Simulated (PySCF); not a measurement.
2-chloro-2-pentene (SMILES CC/C=C(/C)Cl)

Geometry:
```tsv
atom	x (Å)	y (Å)	z (Å)
C1	-2.461	0.027	0.186
C2	-1.433	0.233	-0.922
C3	-0.042	-0.088	-0.486
C4	1.035	0.702	-0.532
C5	2.408	0.340	-0.078
Cl6	0.931	2.328	-1.173
H7	-2.453	-1.012	0.555
H8	-2.254	0.686	1.043
H9	-3.478	0.246	-0.172
H10	-1.469	1.269	-1.289
H11	-1.691	-0.412	-1.782
H12	0.125	-1.088	-0.064
H13	2.421	-0.680	0.332
H14	3.123	0.396	-0.914
H15	2.759	1.039	0.698
```

Method used: PySCF 2.14.0, quadratic response CAM-B3LYP/def2-TZVPD first hyperpolarisability, Taylor convention, gas phase. Geometry: PBE0-D3(BJ)/def2-SVP.

(1) What is the first hyperpolarisability, and how does it disperse?

(2) Which lowest excitations, dipole and polarisabilities go with it?

Answers

(1) In au, Taylor convention; the vector part is βᵢ = ⅓ Σⱼ (βᵢⱼⱼ + βⱼᵢⱼ + βⱼⱼᵢ); β∥ is 3/5 of the vector part along the dipole, the dipole points from − to +:
| process | λ (nm) | β vector norm | β∥ | β HRS | depolarisation ratio |
| --- | --- | --- | --- | --- | --- |
| static β(0;0,0) | ∞ | 47.2 | -24.1 | 23.3 | 3.24 |
| second harmonic β(−2ω;ω,ω) | 1907 | 50.3 | -25.6 | 24.5 | 3.33 |
| Pockels β(−ω;ω,0) | 1907 | 48.2 | -24.6 | – | – |
| second harmonic β(−2ω;ω,ω) | 1064 | 58.7 | -29.6 | 27.6 | 3.52 |
| Pockels β(−ω;ω,0) | 1064 | 50.6 | -25.7 | – | – |

(2) S1 6.12 eV (f = 0.005); S2 6.55 eV (f = 0.367); S3 6.61 eV (f = 0.015); dipole 1.62 D; isotropic α 79.5 au static, 79.7 au at 1907 nm, 80.2 au at 1064 nm, 80.4 au at 953.5 nm, 82.6 au at 532 nm.
